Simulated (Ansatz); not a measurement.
**Wavefunction methods compared: FCl, singlet**

Computed with Ansatz's Gaussian-basis code (development build); BCCD by scripts on PySCF. Settings: cc-pVDZ; 6 core orbitals frozen; no relativity. Perturbation and coupled-cluster methods stand on the Hartree–Fock determinant that coupled cluster favours (restricted). 

Correlation energy of CCSD(T), then each method's total less that of CCSD(T), in eV:

```json
{"case": "1.630 Å RHF", "E corr CCSD(T)": "-9.497", "BCCD": "+0.192", "BCCD(T)": "-0.001", "determinant": "–"}
```

Give CCSDT(Q) less CCSD(T). Is CCSD(T) good to 1 kcal/mol?

1.630 Å RHF: -0.036 eV (within).
